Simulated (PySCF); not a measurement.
The first ionisation energy along the noble gases

All values are computed (PySCF 2.14, energy differences of UHF-based or UKS calculations, no spin-orbit coupling). Values in eV. The last column holds reference values (NIST; (s) semi-empirical, (t) theoretical, else measured). Unmarked ones compare directly (S terms, centres of terms, or small fine structure); those marked * lie between the lowest fine-structure levels and include a spin-orbit shift.

```tsv
element	configurations	UHF	MP2 (valence)	SCS-MP2 (valence)	reference
He (x2c-TZVPall, spin-free X2C)	1s2 → 1s1	23.449	24.176	24.321	24.587
Ar (x2c-TZVPall, spin-free X2C)	[Ar] → [Ne] 3s2 3p5	14.557	15.667	15.563	15.819
Kr (x2c-TZVPall, spin-free X2C)	[Kr] → [Ar] 3d10 4s2 4p5	13.057	14.000	13.915	14.222
Xe (x2c-TZVPall, spin-free X2C)	[Xe] → [Kr] 4d10 5s2 5p5	11.543	12.302	12.232	12.565
```

```json
{"method": "UHF", "elements": "4", "mean error (eV)": "-1.147", "mean absolute error (eV)": "1.147", "largest error (eV)": "-1.261"}
{"method": "MP2 (valence)", "elements": "4", "mean error (eV)": "-0.262", "mean absolute error (eV)": "0.262", "largest error (eV)": "-0.411"}
{"method": "SCS-MP2 (valence)", "elements": "4", "mean error (eV)": "-0.291", "mean absolute error (eV)": "0.291", "largest error (eV)": "-0.333"}
```

Errors include the incompleteness of the basis and the frozen core.

"Valence" correlates the outer s and p shells and, in groups 3 to 12 and the f block, the outer d or f shell, open or full, or the next shell where the ion has no valence electron left; the wider scheme adds the next inner shell.
